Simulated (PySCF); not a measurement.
H3N, SMILES N (connectivity only; charge and spin as stated), charge +1, multiplicity 2.

Geometry optimised at r2SCAN-D4/def2-TZVPD. The multiplicity is an assumed one; other spin states were not compared.

Computed with SMD-ωB97X/6-31G* in PySCF.

Solvation free energies are E(SMD) − E(gas) at the gas-phase geometry, for 1 M in both phases.

Computed solvation free energies in water, dimethylsulfoxide, methanol:
```json
[
 {"solvent": "water", "ΔG(solv) (kcal/mol)": "-84.3", "its non-electrostatic (CDS) part": "2.2"},
 {"solvent": "dimethylsulfoxide", "ΔG(solv) (kcal/mol)": "-83.6", "its non-electrostatic (CDS) part": "2.2"},
 {"solvent": "methanol", "ΔG(solv) (kcal/mol)": "-83.5", "its non-electrostatic (CDS) part": "1.4"}
]
```
